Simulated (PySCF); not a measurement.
Below is a simulated gas-phase C 1s photoelectron spectrum of `[C-]#[N+]CCC`.

Every computed line was given a Gaussian of 0.8 eV full width at half maximum and an area set by the number of equivalent atoms; the highest printed point is 100. Computed with delta-SCF UKS SCAN, pcX-2 on the ionised atom, pcseg-1 elsewhere, spin-free X2C (PySCF).

(binding energy (eV), intensity): (289.8, 0), (289.9, 0), (290.0, 1), (290.1, 2), (290.2, 4), (290.3, 8), (290.4, 15), (290.5, 24), (290.6, 36), (290.7, 50), (290.8, 66), (290.9, 80), (291.0, 91), (291.1, 98), (291.2, 100), (291.3, 98), (291.4, 93), (291.5, 87), (291.6, 81), (291.7, 77), (291.8, 72), (291.9, 68), (292.0, 62), (292.1, 55), (292.2, 48), (292.3, 42), (292.4, 40), (292.5, 42), (292.6, 46), (292.7, 51), (292.8, 54), (292.9, 55), (293.0, 51), (293.1, 44), (293.2, 35), (293.3, 25), (293.4, 17), (293.5, 10), (293.6, 6), (293.7, 3), (293.8, 1), (293.9, 1), (294.0, 0)

How many maxima does the curve show, and how many computed lines lie under it?

The curve has 2 maxima (at 291.2 and 292.9 eV). Under it lie 4 lines from 4 inequivalent carbon sites. At this width some lines have no maximum of their own.

Decompose the envelope and assign each component. Numbering: `[C-:1]#[N+:2][CH2:3][CH2:4][CH3:5]`.

```tsv
position (eV)	relative area	line	atoms	environment
290.97	1	C 1s	C5	methyl carbon
291.31	1	C 1s	C4	chain CH2 carbon
291.92	1	C 1s	C1	isocyanide carbon
292.88	1	C 1s	C3	sp3 carbon bound to nitrogen
```

The listed C 1s values span 1.91 eV, from C5 (bonded to C and 3 H) to C3 (bonded to N, C and 2 H). Summing the Pauling electronegativity differences to the bonded atoms, each weighted by its formal bond order, gives -1.05 for the lowest site and -0.21 for the highest; the largest sum, +1.47, belongs to C1, 0.96 eV below the top.

The curve has no shake-up lines and no vibrational structure. The unrestricted hole states depart most from a pure doublet (⟨S²⟩ = 0.75; over 0.85 named) for C 1s of C1 (0.86), which makes this value less certain. Geometry: PBE0-D3(BJ)/def2-SVP, one conformer, isolated molecule.

The values belong to the conformer `[C-:1]#[N+:2][CH2:3][CH2:4][CH3:5]`: N2–C3–C4–C5 -61°.
